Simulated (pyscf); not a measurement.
Structures and frequencies: ωB97X-D3(BJ)/def2-SVP in PySCF. Correlated levels are frozen-core, on RHF or UHF. ΔMP2 is the change of the MP2 total energy from the triple- to the quadruple-zeta basis.

Task: For the elementary gas-phase step `[CH2]=[CH][SiH3]` + `[ClH]` → `[CH2]=[CH2]` + `[SiH3][Cl]` (singlet surface; C–Si, Cl–H broken, C–H, Cl–Si formed), what barrier and reaction energy does CCSD(T)/def2-TZVPP + ΔMP2(QZVPP) give, measured from the separated reactants?

Result: ΔE‡ = 36.2 kcal/mol, ΔE = -21.8 kcal/mol. Zero-point energy shifts the barrier by +1.5 kcal/mol. It is a four-centre exchange, with an imaginary mode of 666i cm⁻¹. This is the saddle that the search found; another between the same sides may lie lower. The CCSD(T) − MP2 part came from Ansatz, without density fitting, on the same reference.
